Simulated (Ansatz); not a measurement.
in.yaml

```yaml
crystal:
  periodic: [false, false, false]
  atoms:
    - {symbol: B, position_ang: [0.000000, -0.476855, 2.785414]}
    - {symbol: C, position_ang: [0.000000, 0.330319, -2.325236]}
    - {symbol: H, position_ang: [0.000000, 0.333653, 3.661684]}
    - {symbol: H, position_ang: [0.000000, 1.323618, -2.777922]}
    - {symbol: H, position_ang: [0.000000, -0.478709, -3.051946]}
basis:
  gaussian: {orbitals: STO-3G}
magnetization: {spin_polarized: true, initial_magnetization: 2}
correlation: {method: ccsdt_q, electrons: valence, diis_vectors: 2}
output: {forces: true}
```

```sh
$ ansatz run in.yaml --threads 1 --pin off --events-out ev --progress --plain --max-ram 2393MiB
```

The program prints:

```
172 factors; integrals over basis functions are off by at most 2.8e-8 eV
mean field evaluation 1: about -1707.0195 eV, gradient 1.4e1 eV
mean field evaluation 2: about -1707.0369 eV, gradient 1.4e1 eV
mean field evaluation 4: about -1708.0335 eV, gradient 1.1e1 eV
mean field evaluation 8: about -1719.0816 eV, gradient 5.6e0 eV
mean field evaluation 16: about -1719.3669 eV, gradient 4.6e-2 eV
mean field evaluation 32: about -1719.6805 eV, gradient 2.1e-4 eV
mean field evaluation 64: about -1719.6805 eV, gradient 9.3e-4 eV
mean field evaluation 96: about -1719.3624 eV, gradient 2.0e-2 eV
mean field evaluation 128: about -1719.6805 eV, gradient 3.3e-6 eV
mean field evaluation 160: about -1719.5172 eV, gradient 8.5e-1 eV
...
cycle  36  -2.23911526 eV  change   2.0e-11 eV  update   2.2e-9
cycle  37  -2.23911526 eV  change   5.9e-11 eV  update   4.2e-9
cycle  38  -2.23911526 eV  change   5.1e-11 eV  update   1.4e-8
cycle  39  -2.23911526 eV  change   6.5e-11 eV  update   1.6e-8
cycle  40  -2.23911526 eV  change   7.0e-11 eV  update   6.6e-9
cycle  41  -2.23911526 eV  change   6.0e-11 eV  update   1.3e-9
cycle  42  -2.23911526 eV  change   4.7e-11 eV  update   7.7e-9
cycle  43  -2.23911526 eV  change   4.4e-11 eV  update   1.2e-8
cycle  44  -2.23911526 eV  change   3.4e-11 eV  update   3.5e-9
cycle  45  -2.23911526 eV  change   3.5e-11 eV  update  2.9e-10
perturbative correction -0.00163669 eV, -0.0000601471 hartree
the calculation of the forces begins
Total energy: -1721.92126873 eV, -63.2794394658 hartree
Atom 0 at     0.000000    -0.476855     2.785414 Å, force    -0.000000    -0.953268    -1.029356 eV/Å
Atom 1 at     0.000000     0.330319    -2.325236 Å, force     0.000000     0.209605    -0.379324 eV/Å
Atom 2 at     0.000000     0.333653     3.661684 Å, force     0.000000     0.953106     1.029179 eV/Å
Atom 3 at     0.000000     1.323618    -2.777922 Å, force    -0.000000     0.982953     0.404274 eV/Å
Atom 4 at     0.000000    -0.478709    -3.051946 Å, force    -0.000000    -1.192397    -0.024774 eV/Å
Dipole moment:    -0.000000     0.101003     0.064029 e Å
```

Forces (eV/Å):
```
B    0.000 -0.953 -1.029
C    0.000  0.210 -0.379
H    0.000  0.953  1.029
H    0.000  0.983  0.404
H    0.000 -1.192 -0.025
```

Ran on 1 thread of Arm Neoverse V2, shared host: 13 s wall, 0.18 GiB peak host memory.
